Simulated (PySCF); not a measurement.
**C2H3F (SMILES C=CF) at 5 levels**

Wanted: a comparison of 5 runs (HF/3-21G, B3LYP/6-31G*, PBE0/def2-SVP, PBE0/6-311G**, CCSD(T)/aug-cc-pVDZ) of C2H3F. Input form: a Python script.

The results are computed with PySCF 2.14.0.

### 1 The molecule

C2H3F: 6 atoms, total charge 0, spin state singlet. As SMILES, `C=CF`. The coordinates come from a PBE0-D4/def2-TZVP relaxation.

Bond lengths: C1–C2 1.316 Å, C2–F3 1.336 Å, C1–H4 1.082 Å, C1–H5 1.081 Å, C2–H6 1.084 Å. Angles: C1–C2–F3 122.3°, C1–C2–H6 125.7°, F3–C2–H6 112.0°, C2–C1–H4 121.6°, C2–C1–H5 119.2°, H4–C1–H5 119.2°.

### 2 Energy and gradient at HF/3-21G (run 1)

run.py reads:

```python
from pyscf import gto

molecule = gto.M(
    atom='''
C     -0.536200     0.076400    -0.442800
C      0.490000    -0.016300     0.376600
F      0.966200    -1.192400     0.795500
H     -1.043900    -0.803300    -0.816600
H     -0.880200     1.054100    -0.749700
H      1.046100     0.817400     0.790700
''',
    basis='3-21g',
    max_memory=1860,
    spin=0,
    verbose=3,
)

mf = molecule.RHF()
mf.conv_tol = 1e-10
mf.kernel()
if not mf.converged:
    mf = mf.newton().run(mf.mo_coeff, mf.mo_occ)

e_tot = mf.e_tot
print(f'total energy: {e_tot:.8f} hartree')
grad = mf.nuc_grad_method().kernel()
mf.analyze()
```

Started as:

```bash
$ OMP_NUM_THREADS=1 python run.py
```

The program printed:

```text
converged SCF energy = -175.919271776722
[... 13 lines left out ...]
MO #3   energy= -11.1776021115511  occ= 2
[... 5 lines left out ...]
MO #9   energy= -0.668505572192077 occ= 2
[... 5 lines left out ...]
MO #15  energy= 0.307707993244494  occ= 0
[... 5 lines left out ...]
MO #21  energy= 0.985177399566324  occ= 0
[... 5 lines left out ...]
MO #27  energy= 1.55107751113461   occ= 0
[... 5 lines left out ...]
MO #33  energy= 4.08559193105206   occ= 0
[... 7 lines left out ...]
Dipole moment(X, Y, Z, Debye): -0.52255,  1.60666, -0.47021
```

It took 1 s on 1 thread of Intel Xeon at 2.70GHz, shared host; peak memory 0.12 GiB.

### 3 Energy and forces at B3LYP/6-31G(d) (Cartesian functions) (run 2)

calc.py reads:

```python
from pyscf import gto, dft

system = gto.M(
    atom='''
C     -1.013271     0.144375    -0.836771
C      0.925966    -0.030803     0.711671
F      1.825853    -2.253309     1.503277
H     -1.972685    -1.518017    -1.543150
H     -1.663337     1.991960    -1.416728
H      1.976842     1.544662     1.494206
''',
    cart=True,
    max_memory=1860,
    unit='bohr',
    verbose=4,
    basis='6-31g*',
)

mf = dft.RKS(system)
mf.xc = 'b3lyp'
mf.conv_tol = 1e-10
mf.grids.level = 5
mf.kernel()
if not mf.converged:
    mf = mf.newton().run(mf.mo_coeff, mf.mo_occ)

e_tot = mf.e_tot
print('E = %.10f Eh' % e_tot)
grad = mf.nuc_grad_method().kernel()
mf.analyze()
```

Started as:

```bash
$ OMP_NUM_THREADS=1 python calc.py
```

The program printed:

```text
PySCF version 2.14.0

[... 99 lines left out ...]
MO #1   energy= -24.7019525004362  occ= 2
[... 9 lines left out ...]
MO #11  energy= -0.366313703902901 occ= 2
[... 9 lines left out ...]
MO #21  energy= 0.579839441482472  occ= 0
[... 9 lines left out ...]
MO #31  energy= 1.23878133020337   occ= 0
[... 9 lines left out ...]
MO #41  energy= 2.02336442988798   occ= 0
[... 9 lines left out ...]
MO #51  energy= 4.39299024125261   occ= 0
[... 60 lines left out ...]
Dipole moment(X, Y, Z, Debye): -0.31647,  1.11791, -0.28966
```

Run time: 11 s. Hardware: 1 thread of Intel Xeon at 2.70GHz, shared host; peak memory 0.53 GiB.

Runs 3 to 4 aren't shown in full; the table further down has their settings and results.

### 4 The energy at CCSD(T)/aug-cc-pVDZ (run 5)

geometry.xyz reads:

```xyz
6

C     -0.536200     0.076400    -0.442800
C      0.490000    -0.016300     0.376600
F      0.966200    -1.192400     0.795500
H     -1.043900    -0.803300    -0.816600
H     -0.880200     1.054100    -0.749700
H      1.046100     0.817400     0.790700
```

run.py reads:

```python
from pyscf import gto, scf, cc

mol = gto.M(
    atom='geometry.xyz',
    basis='aug-cc-pvdz',
    verbose=3,
    max_memory=1860,
)

hf = scf.RHF(mol)
hf.conv_tol = 1e-10
hf.kernel()
if not hf.converged:
    hf = hf.newton().run(hf.mo_coeff, hf.mo_occ)

mycc = cc.CCSD(hf, frozen=3)
mycc.kernel()
e_t = mycc.ccsd_t()
etot = mycc.e_tot + e_t
print('Final energy', etot)
hf.analyze()
```

Started as:

```bash
$ OMP_NUM_THREADS=1 python run.py
```

The program printed:

```text
converged SCF energy = -176.908241973775
[... 14 lines left out ...]
MO #11  energy= -0.557101696061895 occ= 2
[... 16 lines left out ...]
MO #28  energy= 0.308852593577155  occ= 0
[... 16 lines left out ...]
MO #45  energy= 0.653372925828219  occ= 0
[... 16 lines left out ...]
MO #62  energy= 1.48090084672709   occ= 0
[... 16 lines left out ...]
MO #79  energy= 2.15350304873261   occ= 0
[... 16 lines left out ...]
MO #96  energy= 5.13171859650094   occ= 0
[... 7 lines left out ...]
Dipole moment(X, Y, Z, Debye): -0.51740,  1.41339, -0.45950
```

Run time: 29 s. Hardware: 1 thread of Intel Xeon at 2.70GHz, shared host; peak memory 0.56 GiB.

### 5 Overview of the runs

| run | level | Cartesian functions | integration grid | energy (Eh) | dipole moment (D) of the reference | HOMO energy (eV) | LUMO energy (eV) | wall time |
| --- | --- | --- | --- | --- | --- | --- | --- | --- |
| 1 | HF/3-21G | no | – | -175.919272 | 1.75 | -10.41 | 5.00 | 1 s |
| 2 | B3LYP/6-31G* (Cartesian functions) | yes | 5 | -177.819417 | 1.20 | -7.08 | 0.68 | 11 s |
| 3 | PBE0/def2-SVP | no | 5 | -177.495993 | 1.31 | -7.64 | 0.54 | 17 s |
| 4 | PBE0/6-311G** | no | 5 | -177.678336 | 1.35 | -7.64 | 0.50 | 19 s |
| 5 | CCSD(T)/aug-cc-pVDZ | no | – | -177.428125 | 1.57 | -10.50 | 1.02 | 29 s |

### 6 Results

```
                                          quantity          value
                               run 5: total energy  -177.42812 Eh
       run 5: dipole moment (Hartree–Fock density)         1.57 D
        run 5: HOMO energy (Hartree–Fock orbitals)      -10.50 eV
        run 5: LUMO energy (Hartree–Fock orbitals)        1.02 eV
      run 5: HOMO–LUMO gap (Hartree–Fock orbitals)       11.52 eV
run 5: correlation energy (3 core orbitals frozen)     -519.9 mEh
                             run 5: (T) correction     -16.26 mEh
                              run 5: T1 diagnostic          0.013
```

**Reading.** Over runs 1, 2, 3, 4 the dipole moment (its size) runs from 1.20 D (B3LYP/6-31G*) to 1.75 D (HF/3-21G). The two ends differ in method and basis. Over runs 1, 2, 3, 4 the HOMO–LUMO gap runs from 7.76 eV (B3LYP/6-31G*) to 15.40 eV (HF/3-21G). Totals of different functionals can't be ranked against each other. All runs together took 76 s, the longest 29 s.
